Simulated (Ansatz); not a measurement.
**A basis-limit estimate, worked out**

An elementary step of AlH₂OF, singlet (AlH₂OF ([OH][AlH][F]) → AlHO ([OH][Al]) + HF; bonds formed: F2–H3; bonds broken: Al1–F2, Al1–H3). “Start” is the structure reached by relaxing down from the saddle towards the reactants; PBE0-D4/def2-TZVP structures. The saddle:

```tsv
atom	x (Å)	y (Å)	z (Å)
Al1	0.6279	0.2511	-0.2629
F2	-0.0085	-1.5299	-0.2418
H3	1.0881	-1.3382	-0.7407
O4	-0.4233	1.3742	0.4254
H5	-1.2842	1.2429	0.8201
```

Program: Ansatz 0.2.0. Basis: def2-TZVPP and def2-QZVPP. Cores are frozen in the correlated methods.

Energies in eV:

| quantity | saddle | start |
| --- | --- | --- |
| Hartree–Fock, triple zeta (X = 3) | -11359.51643 | -11363.73904 |
| Hartree–Fock, quadruple zeta (X = 4) | -11359.95525 | -11364.18742 |
| MP2 correlation, X = 3 | -16.32048 | -15.62404 |
| MP2 correlation, X = 4 | -17.71823 | -17.01608 |
| CCSD(T) correlation, X = 3 | -17.10584 | -16.33884 |

Q: Work out the barrier at the basis limit: extrapolate Hartree–Fock as E(X) = E∞ + A exp(−7.88 √X) and the MP2 correlation as E(X) = E∞ + B X^−2.97 (the exponents that Neese and Valeev fitted for def2-TZVPP and QZVPP), then add CCSD(T) − MP2 in triple zeta.

A: Each step is linear, so take the differences first (saddle − start): Hartree–Fock 4.22261 (X = 3) and 4.23217 (X = 4); MP2 correlation -0.69644 and -0.70215; CCSD(T) correlation -0.76700.
Two points give E∞ = E(4) + w [E(4) − E(3)], with w = 1/(exp(7.88 (2 − √3)) − 1) = 0.1377 for Hartree–Fock and w = 1/((4/3)^2.97 − 1) = 0.7407 for the correlation.
Hartree–Fock: 4.23217 + 0.1377 × 0.00956 = 4.2335 eV.
MP2 correlation: -0.70215 + 0.7407 × (-0.00571) = -0.7064 eV.
CCSD(T) − MP2: -0.76700 − (-0.69644) = -0.0706 eV.
Sum: 4.2335 + (-0.7064) + (-0.0706) = 3.4565 eV, or 79.71 kcal/mol. Plain CCSD(T) in triple zeta gives 3.4556 eV, so the larger basis shifts the result by 0.0009 eV.

The T1 diagnostic stays at or below 0.017. The restricted Hartree–Fock reference is unstable towards an unrestricted one at one or more of these structures.

Labels in which every atom is bracketed show which atoms are joined, not bond orders.

For scale, one of the runs: CCSD(T)/def2-TZVPP, 132 basis functions (an equivalent command: `ansatz run in.yaml --threads 2`). Time: 4 s of wall clock on 2 CPU threads; the host was shared. Peak host memory: 0.73 GiB.
